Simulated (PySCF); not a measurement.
Compound: boron monohydride, BH (singlet state).
Z-matrix (Å and degrees, PBE0-D3(BJ)/def2-SVP geometry), rows numbered from 1:
```
B 
H   1  1.2519
```

Level: B3LYP/def2-SVPD in PySCF, non-relativistic, on one gas-phase PBE0-D3(BJ)/def2-SVP geometry that isn't relaxed in the solvent. The solvent is an IEF-PCM continuum (Bondi radii, 1.10 Å for H, scaled by 1.2), and excitations are vertical TDDFT with non-equilibrium linear response and a frozen core. Specific hydrogen bonds and non-electrostatic terms are outside this model.

Gas-phase singlets (H = HOMO, L = LUMO):

| state | E (eV) | λ (nm) | f | leading configuration |
| --- | --- | --- | --- | --- |
| S1 | 2.665 | 465 | 0.022 | H→L+1 97% |
| S2 | 2.665 | 465 | 0.022 | H→L 97% |
| S3 | 6.291 | 197 | 0.120 | H→L+2 100% |
| S4 | 8.987 | 138 | 0.270 | H→L+3 97% |
| S5 | 9.107 | 136 | 0.012 | H→L+4 70% |

Q: How does the list change in dimethylsulfoxide (ε = 46.83)?

A: 
```tsv
state	E (eV)	λ (nm)	f	leading configuration	change by rank (eV)
S1	2.772	447	0.028	H→L 80%	+0.107
S2	2.772	447	0.028	H→L+1 80%	+0.107
S3	6.401	194	0.178	H→L+2 99%	+0.110
S4	8.882	140	0.351	H→L+3 92%	-0.105
S5	9.096	136	0.018	H→L+5 67%	-0.011
```

Q: Give the list for water (ε = 78.36), n² = 1.78.

A: 
```csv
state,E (eV),λ (nm),f,leading configuration,change by rank (eV)
S1,2.794,444,0.027,H→L+1 68%,+0.129
S2,2.794,444,0.027,H→L 68%,+0.129
S3,6.424,193,0.171,H→L+2 99%,+0.133
S4,8.930,139,0.346,H→L+3 92%,-0.057
S5,9.106,136,0.016,H→L+5 65%,-0.001
```

Q: The ground-state energy changes by -0.110 eV from gas to water. By how much does the total energy of gas-phase S3 change?

A: E(S3) = E(S0) + excitation energy, so it changes by -0.110 + 0.133 = +0.023 eV: it isn't lowered at all, while the ground state is. This is the vertical state, with the slow part of the continuum still set for S0.

Q: How do the frontier levels move from gas to water?

A: 
| orbital | gas (eV) | solvent (eV) | change (eV) |
| --- | --- | --- | --- |
| LUMO+2 | 0.82 | 0.89 | +0.07 |
| LUMO+1 | -2.61 | -2.48 | +0.13 |
| LUMO | -2.61 | -2.48 | +0.13 |
| HOMO | -6.48 | -6.55 | -0.07 |
| HOMO-1 | -13.10 | -12.88 | +0.22 |
| HOMO-2 | -186.43 | -186.40 | +0.03 |

The HOMO–LUMO gap goes from 3.87 to 4.07 eV.
